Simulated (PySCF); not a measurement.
# Al₂: bond curves at several levels of theory

An exercise on one series of results from a longer session: the logs are not shown, and one member is left open.

Computed with PySCF 2.14.0. Level: Al 6-311G(d,p), no relativity.

Set-up of the first run:

The job is set up so:

```yaml
atoms: Al, Al
charge: 0
basis: Al 6-311G(d,p)
Hamiltonian: no relativity
basis_functions: 52
electrons_treated: 26
masses_in_u: 26.9815, 26.9815
levels: PBE0, PBE, r²SCAN, B3LYP, TPSSh, BHandHLYP, LC-ωPBE, HF, MP2, SCS-MP2, CCSD, CCSD(T)
grid: 80 radial by 434 angular points
occupations: held fixed by the projection of orbital angular momentum
dissociation_limit: Al + Al, each in its ground configuration
starting_distance_in_angstrom: 2.390
values_of_2S_to_try: 0, 2
```

Started as:

```bash
OMP_NUM_THREADS=1 python dia.py task.json out
```

Among the steps run: Input; The PBE0 curve of the state that the search chose; Excited determinants; PBE (GGA); r²SCAN (meta-GGA); B3LYP (global hybrid GGA); TPSSh (hybrid meta-GGA); BHandHLYP (global hybrid GGA); LC-ωPBE; UHF; Correlated methods on the Hartree–Fock reference.

One table of the session follows, with a row left open; its other results are not shown here.

```
      level  Re (Å)  ωe (cm⁻¹)  De (eV)
        UHF   2.764      267.7     0.73
    UHF-MP2       ?          ?        ?
UHF-SCS-MP2   2.700      293.3     1.04
   UHF-CCSD   2.708      283.1     1.14
UHF-CCSD(T)   2.705      283.6     1.23
        PBE   2.769      253.0     1.58
     r²SCAN   2.746      264.9     1.58
      TPSSh   2.739      265.3     1.45
      B3LYP   2.765      251.6     1.29
       PBE0   2.739      268.5     1.48
  BHandHLYP   2.735      268.4     1.16
    LC-ωPBE   2.681      298.7     1.25
```

Estimate the missing values for UHF-MP2.

The run gave: Re (Å): 2.705; ωe (cm⁻¹): 289.3; De (eV): 1.15.
